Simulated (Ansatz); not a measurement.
`PBS` and `SBS` differ in one atom or group.

Ansatz, PBE0-D4/def2-TZVP geometries, multiplicity 1. Each molecule was computed in one conformer, which needn't be the lowest.

```json
{"property": "LUMO energy (ωB97M-V/def2-TZVPP) / eV", "`PBS`": "0.60"}
{"property": "zero-point energy (PBE0-D4/def2-TZVP) / kJ/mol", "`PBS`": "106.0"}
{"property": "HOMO energy (PBE/def2-TZVPP) / eV", "`PBS`": "-6.31"}
{"property": "LUMO energy (B3LYP/def2-TZVPP) / eV", "`PBS`": "-1.54"}
{"property": "size of the dipole moment (B3LYP/def2-TZVPP) / D", "`PBS`": "0.96"}
{"property": "HOMO–LUMO gap (B3LYP/def2-TZVPP) / eV", "`PBS`": "5.64"}
```

**Question.** Give the same properties after the change, and the shifts. (Estimate.)

**Answer.** The calculation gave: 
```tsv
property	`SBS`	shift
LUMO energy (ωB97M-V/def2-TZVPP) / eV	1.06	0.46
zero-point energy (PBE0-D4/def2-TZVP) / kJ/mol	85.4	-20.6
HOMO energy (PBE/def2-TZVPP) / eV	-6.43	-0.12
LUMO energy (B3LYP/def2-TZVPP) / eV	-1.09	0.45
size of the dipole moment (B3LYP/def2-TZVPP) / D	0.75	-0.21
HOMO–LUMO gap (B3LYP/def2-TZVPP) / eV	6.23	0.59
```

With PBE0 the HOMO falls by 0.17 eV and the LUMO rises by 0.45 eV, so the gap widens by about 0.62 eV. PBE moves the HOMO by -0.12 eV and ωB97M-V by -0.19 eV. The zero-point energy changes by -20.6 kJ/mol with -3 modes. Dipoles are sizes alone; their direction can turn.

B3LYP here is the variant with VWN-RPA as its local correlation; programs differ in this.
